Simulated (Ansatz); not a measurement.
hydrogen peroxide (SMILES OO) moved off its minimum; all values from Ansatz (an electronic-structure program), cores frozen in correlated methods.
(charge 0, multiplicity 1)
```xyz
4

O     -0.6998    -0.0318     0.2420
O      0.6977    -0.0902    -0.3899
H     -1.1255     0.4027    -0.4212
H      1.1867     0.5042     0.4375
```

Forces at MP2/aug-cc-pVTZ (eV/Å):

| atom | Fx | Fy | Fz |
|---|---|---|---|
| O1 | 3.257 | -2.289 | 2.631 |
| O2 | 0.547 | 2.685 | 4.223 |
| H3 | -1.919 | 2.111 | -3.281 |
| H4 | -1.886 | -2.508 | -3.573 |

Task: Give the forces (eV/Å), the total energy and the dipole at CCSD(T)/aug-cc-pVTZ.

Result: 
```csv
atom,Fx,Fy,Fz
O1,3.009,-2.247,2.551
O2,0.743,2.681,4.225
H3,-1.947,2.070,-3.178
H4,-1.805,-2.503,-3.598
```
Energy -151.3500 hartree, dipole 1.62 D.

Doubts at one or more of the structures used: a restricted determinant that unrestricted orbitals would lower (CCSD(T)/aug-cc-pVTZ, MP2/aug-cc-pVTZ).
